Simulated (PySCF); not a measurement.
System (SMILES): C#CC.
Geometry (B3LYP-D3(BJ)/def2-TZVP, fixed):
```xyz
7

C     -0.0011    -0.0004     0.2181
C     -0.0068    -0.0029     1.4176
C      0.0060     0.0025    -1.2360
H     -0.0119    -0.0051     2.4795
H      0.0152     1.0232    -1.6237
H      0.8874    -0.5130    -1.6226
H     -0.8790    -0.5002    -1.6311
```

How fast the mean static polarisability converges with the basis for several methods (PySCF): deviation from each method's own reference, in %. References: HF 35.54 bohr³, the value in d-aug-cc-pVTZ; PBE 37.91 bohr³, the value in d-aug-cc-pVTZ; PBE0 36.71 bohr³, the value in d-aug-cc-pVTZ. All functions are spherical. Density fitting with generated auxiliary sets. No added dispersion term, no relativity. 

| basis | functions | HF | PBE | PBE0 |
|---|---|---|---|---|
| 6-311+G** | 90 | -12.6 | -12.7 | -12.6 |
| aug-pcseg-1 | 105 | -1.3 | -1.5 | -1.4 |
| aug-cc-pVDZ | 105 | -1.4 | -1.7 | -1.5 |
| cc-pVTZ | 146 | -11.1 | -12.5 | -11.5 |
| def2-TZVPD | 147 | -1.0 | -1.4 | -1.1 |
| aug-cc-pVTZ | 230 | -0.2 | -0.4 | -0.3 |
| cc-pVQZ | 285 | -5.6 | -6.9 | -6.0 |
| pcseg-3 | 312 | -2.7 | -3.0 | -2.7 |

Mean absolute deviation over 6-311+G**, cc-pVTZ, def2-TZVPD, aug-cc-pVTZ: HF 6.2, PBE0 6.4, PBE 6.7 %.
